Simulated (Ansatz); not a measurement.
# Structure relaxation of KAs₂Rh₂

Level of theory: DFT r2SCAN, scalar-relativistic, plane waves, PAW in Ansatz 0.2.0.

The start is a database structure of KAs₂Rh₂, space group I4/mmm (No. 139).

Input of the last, converged step (default PAW datasets):

```yaml
crystal:
  lattice:
    - [-2.0028487298, 2.0028487298, 6.7010034794]
    - [2.0028487298, -2.0028487298, 6.7010034794]
    - [2.0028487298, 2.0028487298, -6.7010034794]
  atoms:
    - { symbol: K, position: [0.0, 0.0, 0.0] }
    - { symbol: As, position: [0.64767496, 0.64767496, 0.0] }
    - { symbol: As, position: [0.35232504, 0.35232504, 0.0] }
    - { symbol: Rh, position: [0.75, 0.25, 0.5] }
    - { symbol: Rh, position: [0.25, 0.75, 0.5] }
basis:
  ecutwfc: 500
kpoints:
  mp_grid: { grid: [14, 14, 14] }
hamiltonian:
  xc: r2scan
scf:
  occupations: { method: gaussian, width: 0.1 }
output:
  forces: true
  stress: true
  eigenvalues: true
relax:
  adjacent_minimum: "off"
  f_tol: 0.01
  max_steps: 80
  cell: { stress_tol: 0.05 }
```

Launched as:

```bash
ansatz run input.yaml --threads 1 --pin off --max-ram 2560MiB --backend cpu --events-out ev --progress --plain --runs-dir out
```

It took 17 min on 1 thread of Arm Neoverse N1, on a shared host, peak memory 1.3 GiB.

The program printed at the end:

```
SCF converged after 6 iterations
Free energy (F): -24105.734684 eV
Harris-Foulkes:  -24105.734684 eV  (|F-HF|=7.28e-12)
Internal energy: -24105.728473 eV  (E = F + TS)
E sigma→0 (E₀):  -24105.731579 eV
Entropy (-TS):   -0.006211 eV (-1.242 meV/atom)
Fermi energy:    11.697831 eV
--- Per-component energies (eV) ---
  E_band       = -1090.247242
  E_kinetic    = 1611.778487
  E_local      = -11206.793916  (includes V_loc(G=0)·N_el)
  E_nonlocal   = -613.398412
  E_hartree    = 5090.406121
  E_xc         = -717.197495
  E_vxc        = -986.021946  (∫ρ·V_xc dr)
  E_paw        = -11695.030563  (= ΣΔE_a)
  E_vpaw       = -139.815625  (= ΣTr[D̂ρ^β])
  E_aug_tail   = 0.001233  (compensation charges beyond the density's cutoff)
  E_vtau       = 63.190765  (kinetic-family band-sum trace: ∫τ·v_τ [+ j·A + Jᵃ·Aᵃ] dr)
  E_ewald      = -6571.643009
  E_core_change = -3.850919  (= ΣΔE_core)
  E_smearing   = -0.006211  (= −TS)
  E_closure    =  0.000000  (closes the sum)
  Σ components = -24105.734684   (vs F -24105.734684, Δ=0.00e0)
--- Forces (eV/Å), atoms counted from 1 ---
  atom   1  K      0.00000000     0.00000000     0.00000000
  atom   2  As     0.00000000     0.00000000    -0.00043068
  atom   3  As     0.00000000     0.00000000     0.00043068
  atom   4  Rh     0.00000000     0.00000000     0.00000000
  atom   5  Rh     0.00000000     0.00000000     0.00000000
  max |Σ_I F_I| component: 4.34e-19 eV/Å
--- Stress (GPa, compression-positive) ---
        0.010545       0.000000       0.000000
        0.000000       0.010545       0.000000
        0.000000       0.000000       0.026840
  P = ⅓ Tr σ = 0.0160 GPa (0.160 kbar)
--- Relaxed structure (3 steps of the walk, 3 accepted, 1 SCFs on fresh bases) ---
  F+E_penalty+E_count = -24105.73468429 eV   max|allowed force component| = 4.307e-4 eV/Å   (the final SCF, on the basis selected at the relaxed cell)
  cell:  # Å, volume = 107.3341 Å³
    - [-1.998986, 1.998986, 6.715190]
    - [1.998986, -1.998986, 6.715190]
    - [1.998986, 1.998986, -6.715190]
  atoms:
    - { symbol: K, position: [0.000000, 0.000000, 0.000000] }
    - { symbol: As, position: [0.647743, 0.647743, 0.000000] }
    - { symbol: As, position: [0.352257, 0.352257, 0.000000] }
    - { symbol: Rh, position: [0.750000, 0.250000, 0.500000] }
    - { symbol: Rh, position: [0.250000, 0.750000, 0.500000] }
```

Total energies depend on the potentials used, so only differences within one code and one set of settings carry meaning.

The result has space group I4/mmm (No. 139). K has 8 As at 3.45 Å and 8 Rh at 3.91 Å (next K at 4.00 Å); As has 4 Rh at 2.43 Å; Rh is coordinated by 4 As at 2.43 Å and 4 Rh at 2.83 Å.

Against the elements it lies at -0.71 eV/atom. Formation energies are uncorrected and refer to the elements' standard structures at the same level.

The k mesh leaves about 4 meV/atom of noise in metals.

A structure relaxed within its symmetry needn't be a true minimum.